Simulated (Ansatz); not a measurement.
Crystal: Li$_{2}$O$_{3}$, cubic X2O3 (oxygen-deficient fluorite) type, 10 atoms in the cell.

Space group Pn-3m, simple cubic cell, positions in fractions of the edge: Li (0.25 0.25 0.25), (0.75 0.75 0.25), (0.75 0.25 0.75), (0.25 0.75 0.75); O (0.5 0 0), (0 0.5 0), (0 0 0.5), (0.5 0.5 0), (0.5 0 0.5), (0 0.5 0.5).

Method: Ansatz, PBE, plane waves, PAW datasets (generated hard set).

Cutoff 700 eV; k-mesh 8×8×8 Γ-centred; Fermi–Dirac smearing of 0.0612 eV; no spin polarisation.

```tsv
V (Å³/atom)	a (Å)	E − E(min) (meV/atom)	P (GPa)
8.417	4.3825	9.28	5.81
8.597	4.4134	4.00	3.68
8.776	4.4439	0.98	1.76
8.955	4.4739	0.00	0.03
9.134	4.5035	0.84	-1.52
9.313	4.5328	3.33	-2.91
9.492	4.5616	7.30	-4.16
```

(1) Fit a third-order Birch–Murnaghan equation of state to the energies.

## Answers

(1) V₀ = 8.958 Å³/atom (a₀ = 4.474 Å), B₀ = 81.5 GPa, B₀′ = 4.33.

The published all-electron PBE values for this crystal (mean of FLEUR and WIEN2k, k-spacing 0.06 Å⁻¹; Bosoni et al., Nat. Rev. Phys. 6, 45 (2024)) are V₀ = 8.947 Å³/atom, B₀ = 81.4 GPa, B₀′ = 4.33. This run's mesh is coarser (spacing 0.18 Å⁻¹), so part of any difference comes from k-sampling.

The stress includes the program's correction for the finite plane-wave basis.

This cubic structure is a model: it isn't the usual form of the substance at ambient conditions, and such phases are metastable or hypothetical. The k-mesh is modest, so these values aren't fully converged in k.
